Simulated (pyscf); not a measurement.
PySCF, gas phase, ωB97X-D3(BJ)/def2-SVP geometries.

Estimate the classical barrier height and the reaction energy of :HSi–Cl [singlet] + H₂O -> HO–Si:–Cl [singlet] + H₂ at ωB97M-D3(BJ)/def2-TZVP. The step runs on the singlet surface, breaks H–Si, H–O and forms O–Si, H–H; take the separated reactants as zero.

ΔE‡ = 3.0 kcal/mol, ΔE = -36.4 kcal/mol. Zero-point energy shifts the barrier by +0.5 kcal/mol. It is a four-centre exchange, with an imaginary mode of 1494i cm⁻¹. On the reactant side the descent ends in an adduct with a O–Si contact (not fully relaxed), 18.3 kcal/mol under the separated species and 21.1 kcal/mol under the saddle at ωB97X-D3(BJ)/def2-TZVP. What is counted as formed (O–Si) is already present as a longer contact in the reactant adduct; forming that adduct is a step of its own. At the saddle there is also a short H–Si contact that neither side keeps. This is the saddle that the search found; another between the same sides may lie lower.
